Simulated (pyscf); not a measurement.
# Four-centre exchange: Cl–BH–Cl + NH₃ → H₂N–B(Cl)–Cl + H₂

Gas phase, singlet surface, charge 0. Bonds broken: B2–H4, N5–H6. Bonds formed: B2–N5, H4–H6. PySCF, gas phase, ωB97X-D3(BJ)/def2-SVP geometries.

Transition state (Å):

```xyz
8

Cl     0.1022     0.8678    -1.4754
B     -0.0481     0.3637     0.2466
Cl     1.2730     0.8071     1.3872
H     -1.1713     1.0495     0.7198
N     -0.6002    -1.0673     0.4421
H     -1.3442     0.0712     0.7692
H     -0.7790    -1.5920    -0.4100
H     -0.1413    -1.6234     1.1589
```

One imaginary mode, 1420i cm⁻¹; descent along it reached the two sides named, in the forms told below.

```json
[
 {"bond": "B2–H4", "change": "breaks", "reactant side (Å)": "1.209", "saddle": "1.399", "product side": "3.2"},
 {"bond": "N5–H6", "change": "breaks", "reactant side (Å)": "1.021", "saddle": "1.399", "product side": "4.6"},
 {"bond": "B2–N5", "change": "forms", "reactant side (Å)": "1.623", "saddle": "1.546", "product side": "1.390"},
 {"bond": "H4–H6", "change": "forms", "reactant side (Å)": "2.440", "saddle": "0.995", "product side": "0.760"}
]
```

Electronic energies relative to the separated reactants (eV):

```csv
level,barrier,reaction energy,reverse barrier
ωB97X-D3(BJ)/def2-TZVP,0.77,-1.11,1.88
PBE/def2-TZVP,0.61,-1.07,1.68
r²SCAN/def2-TZVP,0.65,-1.14,1.79
B3LYP-D3(BJ)/def2-TZVP,0.82,-1.11,1.93
PBE0-D3(BJ)/def2-TZVP,0.60,-1.11,1.70
M06-2X/def2-TZVP,0.75,-1.17,1.93
ωB97M-D3(BJ)/def2-TZVP,0.78,-1.10,1.88
HF/def2-TZVP,1.60,-0.95,2.55
```

With ωB97M-D3(BJ)/def2-TZVP energies and thermal terms (ideal gas, 1 atm, RRHO with modes under 100 cm⁻¹ raised to 100, one conformer, R ln 2 for chiral ones without a mode under 150 cm⁻¹), in eV:

| T (K) | ΔH‡ | ΔG‡ | ΔH | ΔG |
|---|---|---|---|---|
| 298 | 0.72 | 1.19 | -1.23 | -1.12 |
| 600 | 0.72 | 1.67 | -1.18 | -1.03 |
| 900 | 0.75 | 2.14 | -1.13 | -0.97 |
| 1200 | 0.79 | 2.59 | -1.10 | -0.92 |

On the reactant side the descent ends in an adduct with a B–N contact (not fully relaxed), 1.23 eV under the separated species and 2.00 eV under the saddle at ωB97X-D3(BJ)/def2-TZVP. What is counted as formed (B–N) is already present as a longer contact in the reactant adduct; forming that adduct is a step of its own. At the saddle there is also a short B–H contact that neither side keeps. The same reactants have a lower exit, to HCl + H₂N–BH–Cl (barrier +0.18 eV at ωB97M-D3(BJ)/def2-TZVP, against +0.78 eV here). One saddle was located; it need not be the lowest between these sides.
